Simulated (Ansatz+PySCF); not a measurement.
The numbers below are computed, except where a source is named.
## Several solutions for singlet C₂H₄

```xyz
6

C     0.0000    0.0000   -0.6653
C     0.0000    0.0000    1.9959
H     0.0000   -0.9311   -1.2403
H     0.0000    0.9311   -1.2403
H     0.0000   -0.9311    2.5709
H     0.0000    0.9311    2.5709
```

Basis set: cc-pVDZ (spherical functions). Charge 0, multiplicity 1.

ωB97X (restricted) was run from several starts with Ansatz (development build ahead of 0.2.0) and PySCF 2.14.0.

```tsv
run	program	start	converged	energy (hartree)	<S²>
A	PySCF	guess minao, instabilities followed	yes	-78.18743	0.00
B	PySCF	program defaults	yes	-78.18651	0.00
C	Ansatz	search for the lowest state	yes	-78.18742	0.00
D	Ansatz	stability test followed	yes	-78.18742	0.00
E	Ansatz	atomic start, no search	yes	-78.18650	0.00
```

(1) Which runs reached the lowest solution of this kind, and what is wrong with the others?

## Answers

(1) A, C, D reached the lowest solution found. Converged but too high: B by 0.03 eV, E by 0.03 eV. Convergence only shows a stationary point, and even a stable one can lie too high; stability tests and further starts are what find lower ones. Caution: an unrestricted determinant lies well below (2.85 eV lower). Caution: the determinant breaks the point group.
